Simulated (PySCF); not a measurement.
## Ne: ionisation energy

Ne [Ne] (1S) → Ne⁺ [He] 2s2 2p5 (2P), as a difference of total energies. Computed with PySCF 2.14 in dyall-acv3z, with scalar relativity by spin-free X2C-1e. Correlated levels: valence: 1s2 frozen; valence and next inner shell: nothing frozen; virtual orbitals above 40 to 60 times the deepest correlated orbital energy dropped. The calculations carry no spin-orbit coupling.

| method | ionisation energy (eV) |
| --- | --- |
| UHF | 19.641 |
| LDA | 22.172 |
| PBE | 21.644 |
| PBE0 | 21.432 |
| r2SCAN | 21.471 |
| TPSSh | 21.406 |
| revPBE | 21.518 |
| PW91 | 21.749 |
| BHandHLYP | 21.252 |
| MP2 (valence) | 21.625 |
| SCS-MP2 (valence) | 21.478 |
| MP2 (valence and next inner shell) | 21.639 |
| SCS-MP2 (valence and next inner shell) | 21.485 |

**Question.** How much does correlation contribute at MP2 (valence and next inner shell)?

**Answer.** 21.639 − (19.641) = 1.998 eV, measured against UHF.

Errors of the correlated levels include the incompleteness of this basis and the frozen core.

For comparison: 21.597 eV (measured; NIST levels, between the centres of gravity of the two terms).
